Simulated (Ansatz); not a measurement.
Stepwise reaction of `[OH][Mg][OH]` with hydrogen sulfide, as a gas-phase model of exchange steps in deposition or etching. ΔE in kJ/mol; ΔG adds harmonic PBE0-D4 terms to CCSD(T)/CBS, at 1 bar.

Program: Ansatz. Geometries: PBE0-D4/def2-TZVP. ΔE: electronic, gas phase. CBS: MP2 limit from def2 TZ/QZ plus the TZ coupled-cluster correction, frozen cores. This one scheme is used for every species. Functionals use def2-TZVPP. B3LYP here is the variant with VWN-RPA as its local correlation; programs differ in this. For Mg outer-core shells are correlated without core-valence functions, which leaves a few kJ/mol of doubt a bond. Each species was taken in one conformer, which may not be the lowest.

| step | reaction | PBE-D4 | B3LYP-D4 | ωB97M-V | CCSD(T)/CBS | ΔG(400 K) |
| --- | --- | --- | --- | --- | --- | --- |
| 1 | `[OH][Mg][OH]` + H₂S → `[OH][Mg][SH]` + H₂O | -21.1 | -13.5 | -16.3 | -17.2 | -10.0 |

Q: Give the row of step 2, `[OH][Mg][SH]` + H₂S → `[SH][Mg][SH]` + H₂O. (Estimate.)

A: The calculation gave: 
| step | reaction | PBE-D4 | B3LYP-D4 | ωB97M-V | CCSD(T)/CBS | ΔG(400 K) |
| --- | --- | --- | --- | --- | --- | --- |
| 2 | `[OH][Mg][SH]` + H₂S → `[SH][Mg][SH]` + H₂O | -20.4 | -11.5 | -13.4 | -14.6 | 0.3 |

Q: By hand: ΔE of the 2 steps together at CCSD(T)/CBS.

A: (-17.2) + (-14.6) = -31.8 kJ/mol, or -15.9 kJ/mol a step.

In ΔE the steps differ by no more than 2.6 kJ/mol. All are downhill at CCSD(T)/CBS. ΔG lies between -10.0 and 0.3 kJ/mol a step. PBE-D4 differs from CCSD(T)/CBS by -5.8 to -3.9 kJ/mol a step. Isolated molecules leave out the surface, adducts and barriers. Largest T1 diagnostic: 0.011.
